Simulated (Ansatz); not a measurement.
System: HfO₂ (P2₁/c, No. 14). Method: PBEsol (plane waves, PAW; Ansatz, a program for electronic structure).

Run with plane-wave cutoff 520 eV, 8×8×8 k mesh, scalar-relativistic PAW data made under PBE.

Computed at the level's own relaxed cell.

**Question.** Estimate the Voigt–Reuss–Hill bulk modulus, polycrystal shear modulus (Hill average), Young modulus and Poisson ratio that the calculation returns.

**Answer.** 
* **Voigt–Reuss–Hill bulk modulus**: 197 GPa
* **polycrystal shear modulus (Hill average)**: 101 GPa
* **Young modulus**: 258 GPa
* **Poisson ratio**: 0.281

Note: the relaxation could not lower the start's symmetry, so the cell can be a saddle point above a distorted one.

Elastic constants are with the ions relaxed.

Spin–orbit coupling is not included.

Static lattice: no zero-point or thermal effects.

Computing time: about 6 core-hours (a rough figure).
